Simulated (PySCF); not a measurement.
**Highest orbital energy against ionisation energy along group 14**

Calculated with PySCF 2.14, no spin-orbit coupling. Each cell gives −ε(HOMO) / ΔSCF in eV; NIST values include spin-orbit coupling, (s) semi-empirical, (t) theoretical.

```json
{"species": "C (aug-cc-pwCVDZ, non-relativistic)", "UHF": "11.925 / 10.804", "LDA": "6.112 / 11.685", "PBE": "6.090 / 11.539", "PBE0": "7.645 / 11.514", "r2SCAN": "6.578 / 11.678", "NIST (lowest levels)": "11.260"}
{"species": "Si (aug-cc-pwCVDZ, non-relativistic)", "UHF": "8.194 / 7.650", "LDA": "4.586 / 8.251", "PBE": "4.617 / 8.208", "PBE0": "5.638 / 8.228", "r2SCAN": "4.934 / 8.331", "NIST (lowest levels)": "8.152"}
{"species": "Ge (aug-cc-pwCVDZ-PP with ECP10MDF, ECP)", "UHF": "7.887 / 7.409", "LDA": "4.391 / 7.972", "PBE": "4.371 / 7.855", "PBE0": "5.373 / 7.894", "r2SCAN": "4.694 / 8.030", "NIST (lowest levels)": "7.899"}
{"species": "Sn (aug-cc-pwCVDZ-PP with ECP28MDF, ECP)", "UHF": "7.263 / 6.856", "LDA": "4.173 / 7.419", "PBE": "4.120 / 7.266", "PBE0": "5.034 / 7.311", "r2SCAN": "4.419 / 7.415", "NIST (lowest levels)": "7.344"}
{"species": "Pb (aug-cc-pwCVDZ-PP with ECP60MDF, ECP)", "UHF": "6.936 / 6.572", "LDA": "4.007 / 7.163", "PBE": "3.919 / 6.979", "PBE0": "4.795 / 7.016", "r2SCAN": "4.208 / 7.100", "NIST (lowest levels)": "7.417"}
```

Task: How far is −ε(HOMO) from ΔSCF on average for each method, and why?

Result: UHF 0.58 eV; LDA -3.84 eV; PBE -3.75 eV; PBE0 -2.70 eV; r2SCAN -3.54 eV. Hartree-Fock orbital energies lack relaxation and so exceed the ΔSCF value; semilocal functionals have convex E(N) from self-interaction, so their HOMO lies far too high; exact exchange moves hybrids part of the way back.
